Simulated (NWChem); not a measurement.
System: S anion, doublet

Here is an NWChem input.

```
start job
memory heap 200 mb stack 700 mb global 900 mb
charge -1
geometry units angstroms noautoz
  S      0.000000     0.000000     0.000000
end
basis spherical
  * library 6-31+g*
end
dft
  odft
  mult 2
  xc xwpbe 1.00 cpbe96 1.0 hfexch 1.00
  cam 0.4 cam_alpha 0.0 cam_beta 1.0
  iterations 150
  mulliken
end
task dft energy
```

NWChem printed, in part:

```
             Northwest Computational Chemistry Package (NWChem) 7.3.0
             --------------------------------------------------------

                             Geometry "geometry" -> ""
                             -------------------------

 Output coordinates in angstroms (scale by  1.889725989 to convert to a.u.)

  No.       Tag          Charge          X              Y              Z
 ---- ---------------- ---------- -------------- -------------- --------------
    1 S                   16.0000     0.00000000     0.00000000     0.00000000

 Effective nuclear repulsion energy (a.u.)       0.0000000000

  pbe96 is a nonlocal functional; adding pw91lda local functional.

                                 NWChem DFT Module
                                 -----------------

 Summary of "ao basis" -> "ao basis" (spherical)
 ------------------------------------------------------------------------------
       Tag                 Description            Shells   Functions and Types
 ---------------- ------------------------------  ------  ---------------------
 S                          6-31+g*                 10       22   5s4p1d

            General Information
            -------------------
          SCF calculation type: DFT
          Wavefunction type:  spin polarized.
          No. of atoms     :     1
          No. of electrons :    17
           Alpha electrons :     9
            Beta electrons :     8
          Charge           :    -1
          Spin multiplicity:     2
          Use of symmetry is: off; symmetry adaption is: off
          Maximum number of iterations: 150
          AO basis - number of functions:    22
                     number of shells:    10
          Convergence on energy requested:  1.00D-06
          Convergence on density requested:  1.00D-05
          Convergence on gradient requested:  5.00D-04

              XC Information
              --------------
                     Hartree-Fock (Exact) Exchange  1.000
                     LC-wPBE(h)Exchange Functional  1.000
            Perdew 1991 LDA Correlation Functional  1.000 local
           PerdewBurkeErnz. Correlation Functional  1.000 non-local

           Range-Separation Parameters
           ---------------------------
           Alpha           :  0.00
           Beta            :  1.00
           Gamma           :  0.40
           Short-Range HF  :     F

             Grid Information
             ----------------
          Grid used for XC integration:  medium
          Radial quadrature: Mura-Knowles
          Angular quadrature: Lebedev.
          Tag              B.-S. Rad. Rad. Pts. Rad. Cut. Ang. Pts.
          ---              ---------- --------- --------- ---------
          S                   1.00       88           8.0       590
          Grid pruning is: on
          Number of quadrature shells:    88
          Spatial weights used:  Erf1

      Superposition of Atomic Density Guess
      -------------------------------------

 Sum of atomic energies:        -397.45625059

 Renormalizing density from      16.00 to     17

      Non-variational initial energy
      ------------------------------

 Total energy =    -411.882206
 1-e energy   =    -583.645512
 2-e energy   =     171.763307
 HOMO         =       0.162039
 LUMO         =       0.290244

     ---------------------------------------------
      Total Density - Mulliken Population Analysis
     ---------------------------------------------

    Atom       Charge   Shell Charges
 -----------   ------   -------------------------------------------------------
    1 S   16    17.00   2.00  1.99  5.90  0.98  1.47  1.02  1.57  0.01  2.06  0.00

     --------------------------------------------
      Spin Density - Mulliken Population Analysis
     --------------------------------------------

    Atom       Charge   Shell Charges
 -----------   ------   -------------------------------------------------------
    1 S   16     1.00   0.00  0.00  0.00  0.00  0.27  0.00  0.32 -0.00  0.41  0.00

   convergence    iter        energy       DeltaE   RMS-Dens  Diis-err
 ---------------- ----- ----------------- --------- --------- ---------
 d= 0,ls=0.0,diis     1   -397.4931110809 -3.97D+02  6.11D-02  8.00D-01
                                                     5.33D-02  6.58D-01
 d= 0,ls=0.0,diis     2   -397.8980854423 -4.05D-01  2.46D-02  1.78D-01
                                                     2.27D-02  1.56D-01
 d= 0,ls=0.0,diis     3   -398.0225590674 -1.24D-01  3.77D-03  1.17D-03
                                                     2.77D-03  1.04D-03
 d= 0,ls=0.0,diis     4   -398.0238169036 -1.26D-03  8.64D-04  4.41D-05
                                                     3.36D-04  7.42D-06
 d= 0,ls=0.0,diis     5   -398.0238854339 -6.85D-05  3.27D-04  2.70D-06
                                                     1.58D-04  2.45D-06
  Resetting Diis
 d= 0,ls=0.0,diis     6   -398.0238928144 -7.38D-06  6.43D-05  1.99D-07
                                                     1.01D-04  1.95D-07
 d= 0,ls=0.0,diis     7   -398.0238935788 -7.64D-07  1.08D-05  1.23D-08
                                                     7.62D-06  6.55D-09
 d= 0,ls=0.0,diis     8   -398.0238936043 -2.55D-08  8.26D-06  2.42D-09
                                                     9.03D-06  3.67D-09

         Total DFT energy =     -398.023893604289
      One electron energy =     -554.656481052364
           Coulomb energy =      182.332714844933
    Exchange-Corr. energy =      -25.700127396858
 Nuclear repulsion energy =        0.000000000000

 Numeric. integr. density =       16.999999990123

                    DFT Final Alpha Molecular Orbital Analysis
                    ------------------------------------------

 Vector    7  Occ=1.000000D+00  E=-1.522673D-01
              MO Center=  8.9D-16, -1.1D-13,  9.7D-15, r^2= 1.7D+00
   Bfn.  Coefficient  Atom+Function         Bfn.  Coefficient  Atom+Function
  ----- ------------  ---------------      ----- ------------  ---------------
     9      0.689271  1 S  pz                13      0.383755  1 S  pz
     5     -0.263058  1 S  pz                17      0.095984  1 S  pz
     7      0.041736  1 S  px                 8      0.028273  1 S  py

 Vector    8  Occ=1.000000D+00  E=-1.027644D-01
              MO Center=  1.3D-14, -1.2D-13,  2.5D-15, r^2= 1.9D+00
   Bfn.  Coefficient  Atom+Function         Bfn.  Coefficient  Atom+Function
  ----- ------------  ---------------      ----- ------------  ---------------
     7      0.587443  1 S  px                11      0.341680  1 S  px
     8     -0.295824  1 S  py                 3     -0.225912  1 S  px
    12     -0.172063  1 S  py                15      0.134277  1 S  px
     4      0.113764  1 S  py                16     -0.067619  1 S  py

 Vector    9  Occ=1.000000D+00  E=-1.027644D-01
              MO Center= -1.2D-14, -1.4D-13,  4.9D-15, r^2= 1.9D+00
   Bfn.  Coefficient  Atom+Function         Bfn.  Coefficient  Atom+Function
  ----- ------------  ---------------      ----- ------------  ---------------
     8      0.587294  1 S  py                12      0.341593  1 S  py
     7      0.294077  1 S  px                 4     -0.225854  1 S  py
    11      0.171047  1 S  px                16      0.134243  1 S  py
     3     -0.113093  1 S  px                15      0.067220  1 S  px
     9     -0.041897  1 S  pz

 Vector   10  Occ=0.000000D+00  E= 2.575948D-01
              MO Center=  2.3D-13, -1.9D-10,  3.6D-12, r^2= 8.7D+00
   Bfn.  Coefficient  Atom+Function         Bfn.  Coefficient  Atom+Function
  ----- ------------  ---------------      ----- ------------  ---------------
    14      1.695017  1 S  s                 10     -1.177617  1 S  s
     2      0.116559  1 S  s                  6     -0.041013  1 S  s

 Vector   11  Occ=0.000000D+00  E= 2.723477D-01
              MO Center=  2.6D-13,  2.6D-13,  4.3D-12, r^2= 1.1D+01
   Bfn.  Coefficient  Atom+Function         Bfn.  Coefficient  Atom+Function
  ----- ------------  ---------------      ----- ------------  ---------------
    17      1.334406  1 S  pz                13     -0.675534  1 S  pz
     9     -0.151201  1 S  pz                15      0.080800  1 S  px
     5      0.073293  1 S  pz                16      0.054735  1 S  py
    11     -0.040904  1 S  px                12     -0.027709  1 S  py

 Vector   12  Occ=0.000000D+00  E= 2.828489D-01
              MO Center= -5.2D-11,  1.5D-11,  2.5D-12, r^2= 1.1D+01
   Bfn.  Coefficient  Atom+Function         Bfn.  Coefficient  Atom+Function
  ----- ------------  ---------------      ----- ------------  ---------------
    15      1.287394  1 S  px                11     -0.691087  1 S  px
    16     -0.371560  1 S  py                12      0.199458  1 S  py
     7     -0.162136  1 S  px                 3      0.079053  1 S  px
    17     -0.062712  1 S  pz                 8      0.046795  1 S  py
    13      0.033665  1 S  pz

                     DFT Final Beta Molecular Orbital Analysis
                     -----------------------------------------

 Vector    6  Occ=1.000000D+00  E=-4.820366D-01
              MO Center=  2.6D-15, -1.0D-12,  4.2D-14, r^2= 1.1D+00
   Bfn.  Coefficient  Atom+Function         Bfn.  Coefficient  Atom+Function
  ----- ------------  ---------------      ----- ------------  ---------------
     6      0.704482  1 S  s                  2     -0.364669  1 S  s
    10      0.366385  1 S  s                  1      0.078395  1 S  s
    14      0.037556  1 S  s

[...]
```

Level: LC-wPBE (HJS exchange hole, range parameter 0.4 per bohr)/6-31+G* (spherical d), spin-unrestricted. The open p shell is one determinant without spherical averaging. No stability test was run on the SCF state.
